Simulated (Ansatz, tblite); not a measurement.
Removing an electron: SiCl2. The state is a singlet with charge 0. Geometry: r2SCAN-D4/def2-TZVP. Ansatz, gas phase; energy differences of separate SCF runs; the oxidised species was run as a doublet alone.

Cartesian coordinates in Å:
```
Si 0.006 -0.014 0.879
Cl 0.577 1.512 -0.420
Cl -0.583 -1.498 -0.459
```

The xTB rows come from tblite. Correlated methods freeze 15 core orbitals.

```
              level  −HOMO (eV)  vertical IE (eV)  −LUMO (eV)  HOMO–LUMO gap (eV)                            remarks
           GFN1-xTB       10.41             13.44        6.96                3.45                                  –
           GFN2-xTB       10.45             13.72        7.73                2.72                                  –
   PBE-D4/def2-TZVP        6.65              9.78        3.64                3.01                                  –
r2SCAN-D4/def2-TZVP        6.88              9.80        3.60                3.28                                  –
  PBE0-D4/def2-TZVP        7.76              9.94        2.88                4.87                                  –
     MP2/def2-TZVPP           –              9.96           –                   –  restricted SCF unstable (singlet)
    CCSD/def2-TZVPP           –             10.03           –                   –  restricted SCF unstable (singlet)
 CCSD(T)/def2-TZVPP           –             10.00           –                   –  restricted SCF unstable (singlet)
```

Run but left out: HF/def2-TZVPP (singlet: restricted singlet, unstable towards broken spin symmetry).  Raw xTB energy differences between charge states are shifted by several eV; the methods need an empirical correction for them.
